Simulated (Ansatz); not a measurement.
Ansatz (a program for electronic structure) input (B3LYP/6-31G*):

Ansatz 0.2 input:
```yaml
crystal:
  periodic: [false, false, false]
  atoms:
    - {symbol: C, position_ang: [-0.10052885, -0.16909108, 1.26990756]}
    - {symbol: N, position_ang: [0.08285042, 0.49399602, 0.05781461]}
    - {symbol: C, position_ang: [0.01469395, -0.27918430, -1.17214765]}
    - {symbol: H, position_ang: [0.04243011, 0.43225584, 2.16290350]}
    - {symbol: H, position_ang: [-0.89748751, -0.90832188, 1.28363004]}
    - {symbol: H, position_ang: [0.85738928, 1.14904873, 0.06810982]}
    - {symbol: H, position_ang: [0.81038293, -1.03709228, -1.26003470]}
    - {symbol: H, position_ang: [0.07186047, 0.39403265, -2.03318550]}
    - {symbol: H, position_ang: [-0.94951880, -0.79824284, -1.21268479]}
basis:
  gaussian:
    orbitals: 6-31G*
hamiltonian:
  xc: {name: B3LYP}
magnetization: {spin_polarized: true, initial_magnetization: 1}
phonons: {temperatures: {t_min: 298.15, t_max: 298.15, t_step: 100}}
```

### Question
Which harmonic wavenumbers does it give?

### Answer
209, 333, 391, 675, 722, 972, 1052, 1149, 1260, 1304, 1467, 1492, 1513, 1524, 1555, 2992, 3083, 3127, 3142, 3248, 3550 cm⁻¹ (unscaled; negative means imaginary).
